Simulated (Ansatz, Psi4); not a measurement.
**CH5N (methylamine): from total energies to a heat of formation**

CH5N: 7 atoms, total charge 0, spin state singlet. As SMILES, `CN`. Geometry: optimised at PBE0/def2-TZVP.

```csv
atom,x (Å),y (Å),z (Å)
C,-0.4859,-0.1509,-0.2729
N,0.7952,0.3730,0.1698
H,-1.0033,-0.8013,0.4475
H,-0.3449,-0.7202,-1.1944
H,-1.1537,0.6801,-0.5109
H,1.4332,-0.3821,0.3861
H,0.6850,0.9134,1.0181
```

Total energies at CCSD(T)/CBS estimate, 2 core orbitals frozen (Psi4 1.11); the atoms run unrestricted:

```
species    state  energy (Eh)
   CH5N  singlet   -95.752048
      C  triplet   -37.791683
      N  quartet   -54.532217
      H  doublet    -0.500000
```

Harmonic wavenumbers at PBE0-D4/def2-TZVP, in cm⁻¹: 305, 832, 975, 1090, 1169, 1347, 1452, 1490, 1512, 1664, 2987, 3081, 3120, 3532, 3612.

Measured heats of formation of the gaseous atoms at 298.15 K, in kJ/mol: C 716.9, N 472.4, H 218.0. Take 1 Eh = 2625.50 kJ/mol, 1 cm⁻¹ = 0.0119627 kJ/mol, RT = 2.479 kJ/mol.

Problem. Work out the heat of formation of the gas at 298 K.

Solution. 
1. Electronic atomisation energy: (-37.791683) + (-54.532217) + 5 × (-0.500000) − (-95.752048) = 0.928148 Eh = 2436.9 kJ/mol.
2. Zero-point energy: half the sum of the wavenumbers, 14084 cm⁻¹ = 168.5 kJ/mol.
3. Thermal vibrational enthalpy, Σ hcν̃/(exp(hcν̃/kT) − 1): 1.6 kJ/mol. Translation, rotation and pV of a non-linear molecule: 4 RT = 9.9 kJ/mol.
4. The 7 free atoms carry 5/2 RT each: 43.4 kJ/mol.
5. Atomisation enthalpy at 298 K: 2436.9 − 168.5 − 1.6 − 9.9 + 43.4 = 2300.3 kJ/mol.
6. Sum of the atoms' heats of formation: 2279.3 kJ/mol. Heat of formation: 2279.3 − 2300.3 = -21.0 kJ/mol.

The tabulated value is -20.9 kJ/mol (Active Thermochemical Tables), so this level is off by -0.1 kJ/mol, or 0.0 % of the atomisation enthalpy that the table implies (2300.2 kJ/mol). Anharmonicity and any spin-orbit splitting of the molecule are left out, and so is core correlation.
